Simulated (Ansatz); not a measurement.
# AlN2+ (triplet): from Hartree-Fock to the top rungs, cc-pVTZ

An exercise on one series of results from a longer session: the logs are not shown, and one member is left open.

Method: cc-pVTZ, core rule «outside noble gas», up to 7 orbitals frozen; program: Ansatz 0.2.0, Gaussian basis.

The runs, in order: UHF; CCSD(T) on ROHF; CCSD(T) on UHF; BCCD(T) on ROHF; CCSDT(Q) on ROHF; CCSDT(Q) on UHF.

5 further runs of the same task are left out: 1 for a known fault of the program, 4 set aside as unsound or not needed.

**What is computed**

The geometry is a PBE0/def2-TZVP stationary point (not a proven minimum) of the parent state, kept for this charge and spin.

3 atoms, charge 1, spin multiplicity 3.

Atoms are counted from 1 here; the program's logs count them from 0.

Bond lengths: Al1–N2 1.982 Å, N2–N3 1.127 Å. Angles: Al1–N2–N3 180.0°.

The first run:

Contents of in.yaml:

```yaml
crystal:
  periodic: [false, false, false]
  atoms:
    - {symbol: Al, position_ang: [0.000000, 0.000000, 1.697108]}
    - {symbol: N, position_ang: [0.000000, 0.000000, -0.285214]}
    - {symbol: N, position_ang: [0.000000, 0.000000, -1.411894]}
basis:
  gaussian: {orbitals: cc-pVTZ}
total_charge: 1
magnetization: {spin_polarized: true, initial_magnetization: 2}
hamiltonian: {xc: hf}
output: {orbitals: {seedname: orbitals}}
```

Run with:

```console
$ ansatz run in.yaml --threads 1 --pin off --events-out ev --progress --plain --max-ram 4096MiB --backend cpu
```

Among the steps run: UHF; CCSD(T) on ROHF; CCSD(T) on UHF; BCCD(T) on ROHF; CCSDT(Q) on ROHF; CCSDT(Q) on UHF.

One table of the session follows, with a row left open; its other results are not shown here.

| method | from RCCSDT(Q) (meV) |
| --- | --- |
| ROHF | +11457.5 |
| UHF | +11379.8 |
| RMP2 | +629.1 |
| UMP2 | +962.5 |
| RCCSD | +647.1 |
| UCCSD | +637.7 |
| RCCSD(T) | +60.8 |
| UCCSD(T) | +65.3 |
| BCCD(T) | +54.9 |
| RCCSDT | +62.1 |
| UCCSDT | ? |
| RCCSDT(Q) | 0 |
| UCCSDT(Q) | -3.6 |

**Question.** Estimate the row for UCCSDT.

**Answer.** from RCCSDT(Q) (meV): +57.7. In the column «from RCCSDT(Q) (meV)» it lies between BCCD(T) (+54.9) and RCCSD(T) (+60.8).

Caveats from the session: Restricted and unrestricted rows rest on different reference determinants; where their highest levels disagree by more than a few hundredths of an eV, they describe different states and don't form one ladder.
